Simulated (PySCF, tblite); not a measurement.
System: C2H6, singlet: internal rotation, threefold axis kept, other coordinates relaxed. Scanned: torsion (0 = eclipsed). Other coordinates (C-C length, H-C-C angle, H-C-C angle, C-H length, C-H length) were minimised at PBE0/def2-TZVP.

GFN2-xTB, 300 K electronic temperature (tblite); M06-2X/cc-pVTZ (PySCF); CCSD(T) on RHF/cc-pVTZ, 2 core orbitals frozen (PySCF).

Energies relative to the lowest point of each profile, in kcal/mol:

```csv
at / °,GFN2-xTB,M06-2X
0,2.58,2.70
10,2.41,2.52
20,1.95,2.04
30,1.31,1.37
40,0.66,0.69
50,0.18,0.19
60,0.00,0.00
```

**Question.** Estimate the CCSD(T) values at these points.

**Answer.** 0: 2.80; 10: 2.62; 20: 2.11; 30: 1.41; 40: 0.71; 50: 0.19; 60: 0.00 (kcal/mol).
